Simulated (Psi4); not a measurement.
**BSiH5 (boranylsilane) at 3 levels**

We compute a comparison of 3 runs (PBE0/def2-SVP, B3LYP/pcseg-2, CCSD(T)/def2-SVPD) of BSiH5 (boranylsilane). 

The results are computed with Psi4 1.11.

**1. The molecule**

The species is BSiH5 (7 atoms), meant as a singlet with charge 0. As SMILES, `B[SiH3]`. Geometry: relaxed at PBE0-D4/def2-TZVP.

Bond lengths: B1–Si2 2.010 Å, B1–H3 1.196 Å, B1–H4 1.195 Å, Si2–H5 1.492 Å, Si2–H6 1.492 Å, Si2–H7 1.487 Å. Angles: B1–Si2–H5 108.8°, B1–Si2–H6 108.8°, B1–Si2–H7 115.1°, Si2–B1–H3 118.9°, Si2–B1–H4 123.6°, H5–Si2–H6 107.3°, H5–Si2–H7 108.3°, H6–Si2–H7 108.3°, H3–B1–H4 117.5°.

**2. Energy and gradient at PBE0/def2-SVP (run 1)**

File run.py:

```python
import psi4

psi4.set_memory('1600 MB')
psi4.set_num_threads(1)
psi4.set_output_file('psi4.out', False)

geom = psi4.geometry("""
0 1
B     -0.043200    -1.189000     0.204300
Si     0.089100     0.785300    -0.148500
H     -1.126000    -1.690600     0.290100
H      0.906400    -1.902500     0.335400
H     -0.616000     1.093400    -1.427200
H     -0.623600     1.516700     0.939600
H      1.474500     1.318800    -0.239500
symmetry c1
""")

psi4.set_options({
    'basis': 'def2-SVP',
    'reference': 'rks',
    'puream': True,
    'e_convergence': 1e-09,
    'd_convergence': 1e-08,
    'scf_type': 'pk',
    'dft_radial_points': 99,
    'dft_spherical_points': 590,
})

e_tot, wfn = psi4.gradient('PBE0', molecule=geom, return_wfn=True)
psi4.oeprop(wfn, 'MAYER_INDICES', 'MULLIKEN_CHARGES', 'DIPOLE')
print('gradient / Eh bohr^-1')
print(e_tot.np.round(6))
print(f'energy = {wfn.energy():.10f} Eh')
```

Launch:

```bash
$ python run.py
```

psi4.out:

```text
[...]
  Running in c1 symmetry.
[...]
  Nuclear repulsion =   47.564448936710967
[...]
  Multiplicity = 1
[...]
  Nalpha       = 12
  Nbeta        = 12
[...]
    Number of basis functions: 57
[...]
   @RKS iter   1:  -316.96069789891021   -5.30691e-01   4.11936e-03 DIIS/ADIIS
[...]
   @RKS iter   9:  -317.01036601399642   -5.68434e-12   9.18998e-09 DIIS
[...]
    Orbital Energies [Eh]
    ---------------------
    Doubly Occupied:
       1A    -66.223287     2A     -6.817179     3A     -5.320407
       4A     -3.657590     5A     -3.657316     6A     -3.656379
       7A     -0.573173     8A     -0.492823     9A     -0.382459
      10A     -0.359255    11A     -0.342504    12A     -0.311917
[...]
  @RKS Final Energy:  -317.01036601399642
   => Energetics <=
    Nuclear Repulsion Energy =             47.5644489367109671
    One-Electron Energy =                -531.2828695454090848
    Two-Electron Energy =                 186.8224742604735127
    DFT Exchange-Correlation Energy =     -20.1144196657718091
    Empirical Dispersion Energy =           0.0000000000000000
    VV10 Nonlocal Energy =                  0.0000000000000000
    Total Energy =                       -317.0103660139964177
[...]
  -Total Gradient:
     Atom            X                  Y                   Z
    ------   -----------------  -----------------  -----------------
       1       -0.000450268917    -0.004390107996     0.000789072402
       2       -0.000180054220     0.001714864950    -0.000274711990
       3        0.005583562437     0.002518638625    -0.000432533987
       4       -0.005036736092     0.003682684726    -0.000679037714
       5        0.001370480770    -0.000784476202     0.002403428262
       6        0.001401129965    -0.001587345577    -0.002001957242
       7       -0.002688453228    -0.001154277793     0.000195745037
[...]
 Multipole Moments:
 ------------------------------------------------------------------------------------
     Multipole            Electronic (a.u.)      Nuclear  (a.u.)        Total (a.u.)
 ------------------------------------------------------------------------------------
 L = 1.  Multiply by 2.5417464519 to convert [e a0] to [Debye]
 Dipole X            :          0.1120900           -0.1158999           -0.0038099
 Dipole Y            :         -0.8446177            0.6794414           -0.1651763
 Dipole Z            :          0.1516612           -0.1220477            0.0296135
 Magnitude           :                                                    0.1678532
[...]
```

On the terminal:

```text
gradient / Eh bohr^-1
[[-0.00045  -0.00439   0.000789]
 [-0.00018   0.001715 -0.000275]
 [ 0.005584  0.002519 -0.000433]
 [-0.005037  0.003683 -0.000679]
 [ 0.00137  -0.000784  0.002403]
 [ 0.001401 -0.001587 -0.002002]
 [-0.002688 -0.001154  0.000196]]
energy = -317.0103660140 Eh
```

It took 7.5 s on 1 thread of INTEL XEON PLATINUM 8581C at 2.30GHz (Emerald Rapids), shared host; peak memory 0.81 GiB.

**3. A single-point energy at B3LYP/pcseg-2 (run 2)**

File input.json:

```json
{
 "schema_name": "qcschema_input",
 "schema_version": 1,
 "molecule": {
  "schema_name": "qcschema_molecule",
  "schema_version": 2,
  "symbols": ["B", "Si", "H", "H", "H", "H", "H"],
  "geometry": [-0.08163617, -2.24688436, 0.38607105, 0.1683746, 1.48400193, -0.28062433, -2.12783162, -3.19477099, 0.54820955, 1.71284776, -3.59520395, 0.63381414, -1.16407129, 2.06622654, -2.69701713, -1.17843321, 2.86614761, 1.77558667, 2.78640117, 2.49217081, -0.45258941],
  "molecular_charge": 0,
  "molecular_multiplicity": 1,
  "fix_symmetry": "c1",
  "fix_com": true,
  "fix_orientation": true
 },
 "driver": "energy",
 "model": {
  "method": "b3lyp",
  "basis": "pcseg-2"
 },
 "keywords": {
  "puream": true,
  "e_convergence": 1e-09,
  "d_convergence": 1e-08,
  "scf_type": "pk",
  "dft_radial_points": 99,
  "dft_spherical_points": 590,
  "scf_properties": ["WIBERG_LOWDIN_INDICES", "MULLIKEN_CHARGES", "MAYER_INDICES"]
 }
}
```

Launch:

```bash
$ psi4 --qcschema input.json -n 1 --memory 1600MB
```

stdout:

```text
[...]
  Running in c1 symmetry.
[...]
  Nuclear repulsion =   47.564448940982651
[...]
  Multiplicity = 1
[...]
  Nalpha       = 12
  Nbeta        = 12
[...]
    Number of basis functions: 134
[...]
   @RKS iter   1:  -317.24839563770303   -5.41564e-01   2.88790e-03 ADIIS/DIIS
[...]
   @RKS iter  10:  -317.35233769709606   -3.46745e-12   1.15994e-09 DIIS
[...]
    Orbital Energies [Eh]
    ---------------------
    Doubly Occupied:
       1A    -66.072805     2A     -6.770560     3A     -5.259996
       4A     -3.617573     5A     -3.617335     6A     -3.616392
       7A     -0.560477     8A     -0.483740     9A     -0.374598
      10A     -0.352307    11A     -0.336872    12A     -0.304410
[...]
  @RKS Final Energy:  -317.35233769709606
   => Energetics <=
    Nuclear Repulsion Energy =             47.5644489409826505
    One-Electron Energy =                -531.6348399681041883
    Two-Electron Energy =                 188.3643115411542794
    DFT Exchange-Correlation Energy =     -21.6462582111287674
    Empirical Dispersion Energy =           0.0000000000000000
    VV10 Nonlocal Energy =                  0.0000000000000000
    Total Energy =                       -317.3523376970960612
[...]
 Multipole Moments:
 ------------------------------------------------------------------------------------
     Multipole            Electronic (a.u.)      Nuclear  (a.u.)        Total (a.u.)
 ------------------------------------------------------------------------------------
 L = 1.  Multiply by 2.5417464519 to convert [e a0] to [Debye]
 Dipole X            :         -1.9712282            1.9779764            0.0067482
 Dipole Y            :        -10.3218106           10.1761752           -0.1456354
 Dipole Z            :          2.2165351           -2.1903815            0.0261535
 Magnitude           :                                                    0.1481189
[...]
  Mulliken Charges: (a.u.)
   Center  Symbol    Alpha    Beta     Spin     Total
       1     B     2.52184  2.52184  0.00000 -0.04368
       2    SI     6.74875  6.74875  0.00000  0.50250
       3     H     0.50786  0.50786  0.00000 -0.01572
       4     H     0.50983  0.50983  0.00000 -0.01967
       5     H     0.57034  0.57034  0.00000 -0.14068
       6     H     0.57033  0.57033  0.00000 -0.14067
       7     H     0.57104  0.57104  0.00000 -0.14208
   Total alpha = 12.00000, Total beta = 12.00000, Total charge =  0.00000
  Mayer Bond Indices:
[...]
```

The result, in JSON:

```text
{
 "driver": "energy",
 "model": {
  "method": "b3lyp",
  "basis": "pcseg-2"
 },
 "success": true,
 "return_result": -317.35233769709606,
 "properties": {
  "calcinfo_nbasis": 134,
  "calcinfo_nmo": 134,
  "calcinfo_nalpha": 12,
  "calcinfo_nbeta": 12,
  "calcinfo_natom": 7,
  "nuclear_repulsion_energy": 47.56444894098265,
  "return_energy": -317.35233769709606,
  "scf_one_electron_energy": -531.6348399681042,
  "scf_two_electron_energy": 188.36431154115428,
  "scf_xc_energy": -21.646258211128767,
  "scf_dipole_moment": [0.006748167953907425, -0.14563538712254243, 0.026153508506204126],
  "scf_total_energy": -317.35233769709606,
  "scf_iterations": 10
 }
}
```

It took 18 s on 1 thread of INTEL XEON PLATINUM 8581C at 2.30GHz (Emerald Rapids), shared host; peak memory 0.98 GiB.

**4. A single-point energy at CCSD(T)/def2-SVPD (run 3)**

input.json, as its differences from that of step 3:

```diff
@@ -16,6 +16,7 @@
  "model": {
-  "method": "b3lyp",
-  "basis": "pcseg-2"
+  "method": "ccsd(t)",
+  "basis": "def2-SVPD"
  },
  "keywords": {
+  "reference": "rhf",
   "puream": true,
@@ -24,5 +25,3 @@
   "scf_type": "pk",
-  "dft_radial_points": 99,
-  "dft_spherical_points": 590,
-  "scf_properties": ["WIBERG_LOWDIN_INDICES", "MULLIKEN_CHARGES", "MAYER_INDICES"]
+  "num_frozen_docc": 6
  }
```

Launch:

```bash
$ psi4 --qcschema input.json -n 1 --memory 1600MB
```

stdout:

```text
[...]
  Running in c1 symmetry.
[...]
  Nuclear repulsion =   47.564448940982651
[...]
  Multiplicity = 1
[...]
  Nalpha       = 12
  Nbeta        = 12
[...]
    Number of basis functions: 84
[...]
   @RHF iter   1:  -316.33707413280291   -7.99634e-01   1.71756e-03 DIIS/ADIIS
[...]
   @RHF iter   9:  -316.37269564038587   -1.99520e-11   7.56223e-09 DIIS
[...]
    Orbital Energies [Eh]
    ---------------------
    Doubly Occupied:
       1A    -68.744125     2A     -7.624210     3A     -6.114661
       4A     -4.225125     5A     -4.224882     6A     -4.224533
       7A     -0.745582     8A     -0.650950     9A     -0.514910
      10A     -0.478017    11A     -0.465597    12A     -0.420462
[...]
  @RHF Final Energy:  -316.37269564038587
   => Energetics <=
    Nuclear Repulsion Energy =             47.5644489409826505
    One-Electron Energy =                -531.0081796766205571
    Two-Electron Energy =                 167.0710350952520571
    Total Energy =                       -316.3726956403858708
[...]
 Multipole Moments:
 ------------------------------------------------------------------------------------
     Multipole            Electronic (a.u.)      Nuclear  (a.u.)        Total (a.u.)
 ------------------------------------------------------------------------------------
 L = 1.  Multiply by 2.5417464519 to convert [e a0] to [Debye]
 Dipole X            :         -1.9517064            1.9779764            0.0262700
 Dipole Y            :        -10.3554830           10.1761752           -0.1793077
 Dipole Z            :          2.2226221           -2.1903815            0.0322405
 Magnitude           :                                                    0.1840675
[...]
      * MP2 total energy                      = -316.569350325372056
[...]
      * CCSD total energy                     = -316.615046659615132
[...]
      * CCSD(T) total energy                  = -316.620758139619113
[...]
```

The result, in JSON:

```text
{
 "driver": "energy",
 "model": {
  "method": "ccsd(t)",
  "basis": "def2-SVPD"
 },
 "success": true,
 "return_result": -316.6207581396191,
 "properties": {
  "calcinfo_nbasis": 84,
  "calcinfo_nmo": 84,
  "calcinfo_nalpha": 12,
  "calcinfo_nbeta": 12,
  "calcinfo_natom": 7,
  "nuclear_repulsion_energy": 47.56444894098265,
  "return_energy": -316.6207581396191,
  "scf_one_electron_energy": -531.0081796766206,
  "scf_two_electron_energy": 167.07103509525206,
  "scf_dipole_moment": [0.02626999375839678, -0.17930773956631896, 0.03224051767144065],
  "scf_total_energy": -316.37269564038587,
  "scf_iterations": 9,
  "mp2_same_spin_correlation_energy": -0.02601008506945693,
  "mp2_opposite_spin_correlation_energy": -0.17064459991736433,
  "mp2_singles_energy": -2.174298786625142e-26,
  "mp2_doubles_energy": -0.19665468498682126,
  "mp2_correlation_energy": -0.19665468498682126,
  "mp2_total_energy": -316.56935032537206,
  "ccsd_same_spin_correlation_energy": -0.028520600386077705,
  "ccsd_opposite_spin_correlation_energy": -0.21383041884380374,
  "ccsd_singles_energy": 0.0,
  "ccsd_doubles_energy": -0.24235101922988145,
  "ccsd_correlation_energy": -0.24235101922988136,
  "ccsd_total_energy": -316.61504665961513,
  "ccsd_iterations": 16,
  "ccsd_prt_pr_correlation_energy": -0.2480624992338731,
  "ccsd_prt_pr_total_energy": -316.6207581396191
 }
}
```

Run time: 10 s. Hardware: 1 thread of INTEL XEON PLATINUM 8581C at 2.30GHz (Emerald Rapids), shared host; peak memory 0.63 GiB.

**5. The series**

| run | level | task | properties | energy (Eh) | dipole moment (D) | HOMO energy (eV) | LUMO energy (eV) | wall time |
| --- | --- | --- | --- | --- | --- | --- | --- | --- |
| 1 | PBE0/def2-SVP | gradient | (mayer, mulliken, dipole) | -317.010366 | 0.43 | -8.49 | -2.45 | 7.5 s |
| 2 | B3LYP/pcseg-2 | energy | (wiberg, mulliken, mayer) | -317.352338 | 0.38 | -8.28 | -2.70 | 18 s |
| 3 | CCSD(T)/def2-SVPD | energy | – | -316.620758 | – | -11.44 | 1.17 | 10 s |

**6. Outcome**

| quantity | value |
| --- | --- |
| run 3: total energy | -316.62076 Eh |
| run 3: HOMO energy (Hartree–Fock orbitals) | -11.44 eV |
| run 3: LUMO energy (Hartree–Fock orbitals) | 1.17 eV |
| run 3: HOMO–LUMO gap (Hartree–Fock orbitals) | 12.62 eV |
| run 3: correlation energy (6 core orbitals frozen) | -248.1 mEh |
| run 3: (T) correction | -5.71 mEh |
| run 3: T1 diagnostic | 0.012 |

In words: Totals of different functionals can't be ranked against each other. All runs together took 35 s, the longest 18 s.
